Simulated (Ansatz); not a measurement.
This Ansatz (a program for electronic structure) input (MP2/cc-pCVQZ) gives -169.83168 Eh with 342 basis functions. A basis named .json is the Basis Set Exchange file of that set (core-valence sets with the plain set on hydrogen).

Ansatz 0.2 input:
```yaml
crystal:
  periodic: [false, false, false]
  atoms:
    - {symbol: N, position_ang: [-1.06982458, 0.19432482, 0.10751560]}
    - {symbol: C, position_ang: [0.27236484, 0.31364904, -0.04785169]}
    - {symbol: O, position_ang: [1.05073958, -0.61125119, -0.08188812]}
    - {symbol: H, position_ang: [-1.47667231, -0.72197082, 0.20424856]}
    - {symbol: H, position_ang: [-1.66665177, 1.00198023, 0.12805939]}
    - {symbol: H, position_ang: [0.59199050, 1.36783209, -0.14270206]}
basis:
  gaussian:
    orbitals: cc-pCVQZ.json
magnetization: {spin_polarized: false}
correlation: {method: mp2, frozen_orbitals: {C: 0, H: 0, N: 0, O: 0}}
```

Change:
```diff
- orbitals: cc-pCVQZ.json
+ orbitals: cc-pwCVQZ.json
```

Task: What does the run give now?

Result: -169.83180 Eh (MP2/cc-pwCVQZ, 342 functions), a change of -0.12 mEh.
